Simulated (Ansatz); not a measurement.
**CH4Si (SMILES C=[SiH2]): levels of theory compared**

Wanted: a comparison of 6 runs (B2PLYP/STO-3G, B3LYP/STO-3G, BHLYP/STO-3G, BLYP/STO-3G, CCSD/STO-3G, CCSD(T)/STO-3G) of CH4Si. 

The calculation is run with Ansatz 0.2.0.

43 further runs of the same task are left out: 43 set aside as unsound or not needed.

**1. Starting point**

CH4Si has 6 atoms, charge 0, and is taken as a singlet. SMILES: `C=[SiH2]`. The H6–Si2 distance was set to 1.823 Å, away from the relaxed value.

Bond lengths: C1–Si2 1.748 Å, C1–H3 1.077 Å, C1–H4 1.077 Å, Si2–H5 1.458 Å. Angles: C1–Si2–H5 124.5°, Si2–C1–H3 122.4°, Si2–C1–H4 122.5°, H3–C1–H4 115.0°. A long bond or contact: Si2–H6 1.823 Å.

**2. A single-point energy at B2PLYP/STO-3G (run 1)**

input.yaml reads:

```yaml
crystal:
  periodic: [false, false, false]
  atoms:
    - {symbol: C, position_ang: [-0.972352, -0.705278, -0.034198]}
    - {symbol: Si, position_ang: [0.377608, 0.293642, 0.449162]}
    - {symbol: H, position_ang: [-1.642172, -1.154728, 0.679032]}
    - {symbol: H, position_ang: [-1.196582, -0.916278, -1.065838]}
    - {symbol: H, position_ang: [0.719318, 0.607852, 1.831652]}
    - {symbol: H, position_ang: [1.545870, 1.084200, -0.705300]}
basis:
  gaussian:
    orbitals: STO-3G
hamiltonian:
  xc: {name: B2PLYP}
correlation:
  frozen_orbitals: {C: 1, H: 0, Si: 5}
accuracy: high
```

Command:

```bash
$ ansatz run input.yaml --threads 1 --pin off --max-ram 2610MiB --events-out events.jsonl --progress --plain --runs-dir runs
```

What it wrote:

```text
Warning: RAYON_NUM_THREADS=1 ignored (pool sized by the plan → 1); use --threads N
Functional definition: B2PLYP
  name "B2PLYP"
  parameter a = 0.53
  parameter c = 0.27
  exchange = (1 - a)*b88_x + a*exact_x
  correlation = (1 - c)*lyp_c + c*(mp2_os + mp2_ss)
310 factors; integrals over basis functions are off by at most 1.2e-8 eV
mean field evaluation 1: about -8862.6313 eV, gradient 2.2e1 eV
mean field evaluation 2: about -8862.5991 eV, gradient 2.2e1 eV
mean field evaluation 4: about -8864.4757 eV, gradient 1.1e0 eV
mean field evaluation 8: about -8864.4822 eV, gradient 2.7e-2 eV
mean field -8864.48218819 eV, -325.7637118540 hartree, gradient 6.1e-8 eV, S^2 0.000000; 0 other end points of the search recorded, 0 dependent functions left out; unrestricted orbitals would lower it
6 core orbitals not correlated: weight in the atoms' cores, before any rotation towards them, 1.000 or more for the frozen orbitals, at most 0.000 for the correlated occupied ones
reference -8864.48220636 eV, -325.7637125217 hartree; 6, 6 occupied and 6, 6 virtual orbitals, 310 factors
second order -4.72247432 eV of doubles, -0.00000000 eV of singles
Total energy: -8865.75727442 eV, -325.8105704089 hartree
```

Run time: 1.5 s. Hardware: 1 thread of Arm Neoverse V1, shared host; peak memory 0.097 GiB.

**3. A single-point energy at B3LYP/STO-3G (run 2)**

job.yaml reads:

```yaml
crystal:
  periodic: [false, false, false]
  atoms:
    - {symbol: C, position_ang: [-0.972352, -0.705278, -0.034198]}
    - {symbol: Si, position_ang: [0.377608, 0.293642, 0.449162]}
    - {symbol: H, position_ang: [-1.642172, -1.154728, 0.679032]}
    - {symbol: H, position_ang: [-1.196582, -0.916278, -1.065838]}
    - {symbol: H, position_ang: [0.719318, 0.607852, 1.831652]}
    - {symbol: H, position_ang: [1.545870, 1.084200, -0.705300]}
basis:
  gaussian: {orbitals: STO-3G}
hamiltonian: {xc: {name: B3LYP}}
accuracy: high
```

Command:

```bash
$ ansatz run job.yaml --threads 1 --pin off --max-ram 2610MiB --events-out events.jsonl --progress --plain --runs-dir runs
```

What it wrote:

```text
Warning: RAYON_NUM_THREADS=1 ignored (pool sized by the plan → 1); use --threads N
Functional definition: B3LYP
  name "B3LYP"
  parameter a0 = 0.2
  parameter ax = 0.72
  parameter ac = 0.81
  exchange = (1 - a0 - ax)*slater_x + ax*b88_x + a0*exact_x
  correlation = (1 - ac)*vwn_rpa_c + ac*lyp_c
310 factors; integrals over basis functions are off by at most 1.2e-8 eV
mean field evaluation 1: about -8868.9907 eV, gradient 2.8e1 eV
mean field evaluation 2: about -8858.9265 eV, gradient 5.6e1 eV
mean field evaluation 4: about -8872.0997 eV, gradient 8.3e-1 eV
mean field evaluation 8: about -8872.0317 eV, gradient 9.9e-3 eV
mean field evaluation 16: about -8872.0317 eV, gradient 1.1e-8 eV
mean field -8872.03174692 eV, -326.0411530202 hartree, gradient 1.1e-8 eV, S^2 0.000000; 0 other end points of the search recorded, 0 dependent functions left out
reference -8872.03177525 eV, -326.0411540614 hartree; 12, 12 occupied and 6, 6 virtual orbitals, 310 factors
Total energy: -8872.03177525 eV, -326.0411540614 hartree
```

It took 1.1 s on 1 thread of Arm Neoverse V1, shared host; peak memory 0.093 GiB.

Runs 3 to 5 aren't shown in full; the table further down has their settings and results.

**4. A single-point energy at CCSD(T)/STO-3G (run 6)**

in.yaml reads:

```yaml
crystal:
  periodic: [false, false, false]
  atoms:
    - symbol: C
      position_ang: [-0.972352, -0.705278, -0.034198]
    - symbol: Si
      position_ang: [0.377608, 0.293642, 0.449162]
    - symbol: H
      position_ang: [-1.642172, -1.154728, 0.679032]
    - symbol: H
      position_ang: [-1.196582, -0.916278, -1.065838]
    - symbol: H
      position_ang: [0.719318, 0.607852, 1.831652]
    - symbol: H
      position_ang: [1.545870, 1.084200, -0.705300]
basis:
  gaussian: {orbitals: STO-3G}
magnetization: {spin_polarized: false}
accuracy: high
correlation: {method: ccsd_t, frozen_orbitals: {C: 1, H: 0, Si: 5}}
scf: {omitted_lower_state_checks: [cluster_reference, increment]}
```

Command:

```bash
$ ansatz run in.yaml --threads 1 --pin off --max-ram 2610MiB --events-out events.jsonl --progress --plain --runs-dir runs
```

What it wrote (excerpt; [...] marks lines left out):

```text
Warning: RAYON_NUM_THREADS=1 ignored (pool sized by the plan → 1); use --threads N
Functional definition: HF
  name "HF"
[...]
310 factors; integrals over basis functions are off by at most 1.2e-8 eV
[...]
mean field -8847.99212439 eV, -325.1577131868 hartree, gradient 4.9e-8 eV, S^2 0.000000; 1 other end points of the search recorded, 0 dependent functions left out; unrestricted orbitals would lower it
6 core orbitals not correlated: weight in the atoms' cores, before any rotation towards them, 1.000 or more for the frozen orbitals, at most 0.000 for the correlated occupied ones
reference -8847.99212439 eV, -325.1577131868 hartree; 6, 6 occupied and 6, 6 virtual orbitals, 310 factors
second order -3.55719236 eV of doubles, -0.00000000 eV of singles
cycle   1  -4.21816682 eV  change   -6.6e-1 eV  update   1.0e-1
[...]
cycle  23  -4.80644554 eV  change   7.5e-10 eV  update  1.9e-10
perturbative correction -0.05966234 eV, -0.0021925507 hartree
Total energy: -8852.85823227 eV, -325.3365393532 hartree
Checks for a lower state left out: cluster_reference, increment
```

Wall time 0.16 s (1 thread of Arm Neoverse V1, shared host).

**5. The series**

| run | level | frozen core orbitals | energy (Eh) | wall time |
| --- | --- | --- | --- | --- |
| 1 | B2PLYP/STO-3G | 6 | -325.810570 | 1.5 s |
| 2 | B3LYP/STO-3G | – | -326.041154 | 1.1 s |
| 3 | BHLYP/STO-3G | – | -325.993517 | 1.1 s |
| 4 | BLYP/STO-3G | – | -325.978249 | 1.1 s |
| 5 | CCSD/STO-3G | 6 | -325.334347 | 0.16 s |
| 6 | CCSD(T)/STO-3G | 6 | -325.336539 | 0.16 s |

**6. Results**

| quantity | value |
| --- | --- |
| run 6: total energy | -325.33654 Eh |
| run 6: correlation energy (6 core orbitals frozen) | -178.8 mEh |
| run 6: (T) correction | -2.19 mEh |
| run 6: T1 diagnostic | 0.019 |

In words: Totals of different functionals can't be ranked against each other. In runs 1, 5, 6 the log says that unrestricted orbitals would lower the reference, so the values rest on an unstable closed-shell determinant (other closed-shell runs at this shape may share the fault). In runs 1, 2, 3, 4, 5, 6 the basis is minimal, so the values are rough. All runs together took 5.1 s, the longest 1.5 s.
